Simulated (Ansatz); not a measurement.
Results of the Gaussian-basis code of Ansatz.

A structure relaxed at PBE0-D4/def2-TZVP, charge 0, multiplicity 1:

```xyz
15

C     1.575    0.336   -1.167
C     0.833   -0.073    0.093
C    -0.675   -0.154   -0.095
C    -1.380   -0.656    1.149
O    -1.213    1.089   -0.520
H     1.207    1.294   -1.540
H     1.432   -0.403   -1.961
H     2.648    0.427   -0.986
H     1.042    0.640    0.903
H     1.194   -1.045    0.445
H    -0.887   -0.836   -0.927
H    -1.180    0.007    1.999
H    -1.038   -1.657    1.422
H    -2.459   -0.690    0.989
H    -1.100    1.719    0.197
```

(1) Give its formula and SMILES.

(2) Point group (tolerance 0.08 Å, 0.16 Å for H)?

(3) Summarise the bond lengths by kind.

Answers

(1) C4H10O, `CCC(C)O`.

(2) C1.

(3) 3 × C–C 1.516 to 1.522 Å; 9 × C–H 1.091 to 1.099 Å; 1 × C–O 1.419 Å; 1 × H–O 0.962 Å.
